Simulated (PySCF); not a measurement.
**Identify the compound**

The spectra below were simulated for a compound C$_{3}$H$_{3}$F.

$^{1}$H NMR (300 MHz, computed): δ 5.02 (m, 2H), 2.34 (t, 1H).

$^{13}$C{$^{1}$H} NMR (computed): δ 83.4 (CH), 82.8 (C), 74.4 (CH2).

[PySCF 2.14.0 with density-fitted response routines: σ from GIAO-B97-2/pcSseg-2; structure optimised with PBE0-D3(BJ)/def2-TZVP; non-relativistic; single conformer; in vacuum; one averaged value for each set of equivalent atoms]

Chemical shifts δ = σref − σ; $^{1}$H (σref 31.64), $^{13}$C (σref 185.38) against TMS, all at this level.

Problem. Propose a structure and justify it.

Solution. 
1. Rings plus π bonds: 2 (no ring in the answer).
2. 3 carbon signals for 3 carbons: no two carbons are equivalent.
3. Carbon types of the structure: 1 × C, 1 × CH, 1 × CH2, which accounts for all hydrogens.
4. δC 83.4: terminal alkyne carbon; sp carbons lie upfield of alkene carbons because the cylindrical π system leaves one tensor component strongly shielded.
5. δC 82.8: alkyne carbon; sp carbons lie upfield of alkene carbons because the cylindrical π system leaves one tensor component strongly shielded.
6. δC 74.4: propargylic sp3 CH2 bonded to F; pulled downfield by the heteroatom.
7. δH 5.02: hydrogen on a propargylic sp3 CH2 bonded to F; its carbon carries F, which withdraws density.
8. δH 2.34: hydrogen on a terminal alkyne carbon; it lies on the axis of the triple bond, in its shielding cone.

The compound is `C#CCF`.

Splittings by $^{19}$F in the carbon and heteronuclear signals aren't shown, as no couplings were computed. Shifts are as computed. Against solution values, carbons near 30 ppm lie about +3 ppm off and those near 130 ppm about +7 ppm. Of 1211 compounds with measured shifts, 218 miss one by over three times the rms of a fit or turn the order of signals round; such compounds aren't used in these exercises. Multiplicities follow the n + 1 count of equivalent neighbours, as no J values were calculated; m marks all less simple cases, F and P coupling included.
